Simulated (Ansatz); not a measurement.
C2H3NO can be A, `COC#N`, or B, `C=CN=O`.

Computed with Ansatz on PBE0-D4/def2-TZVP structures; ΔE is electronic, products minus reactants. CBS: MP2 limit from def2 TZ/QZ plus the TZ coupled-cluster correction, frozen cores. Functionals use def2-TZVPP. B3LYP here is the variant with VWN-RPA as its local correlation; programs differ in this. One conformer a species, not always the lowest.

Problem. Which is lower in electronic energy at CCSD(T)/CBS, and by how much? (An estimate is asked.)

Solution. Computed: A, by 39.8 kcal/mol.

Problem. Give E(B) − E(A) in kcal/mol with B2PLYP, B3LYP, HF/def2-TZVPP, r2SCAN-D4, BLYP-D4, MP2/def2-TZVPP, LDA (SPW92). (An estimate is asked.)

Solution. The calculation gave: B2PLYP 41.3, B3LYP 38.7, HF/def2-TZVPP 47.1, r2SCAN-D4 38.3, BLYP-D4 35.5, MP2/def2-TZVPP 45.5, LDA (SPW92) 35.9. None reverses the order clearly.

Problem. Does the order hold for the free energy at 298.15 K (harmonic terms from PBE0-D4)? (An estimate is asked.)

Solution. The calculation gave: Yes: G(B) − G(A) = +39.1 kcal/mol, for one conformer each.

Largest T1 diagnostic: 0.015.

In def2-TZVPP, CCSD(T) changes the Hartree–Fock value by −6.4 kcal/mol (the triples alone add −1.8 kcal/mol) and MP2 by −1.5 kcal/mol. From r2SCAN to r2SCAN0 (25 % exact exchange), in def2-TZVPP and without D4, E(B) − E(A) moves by +2.5 kcal/mol.
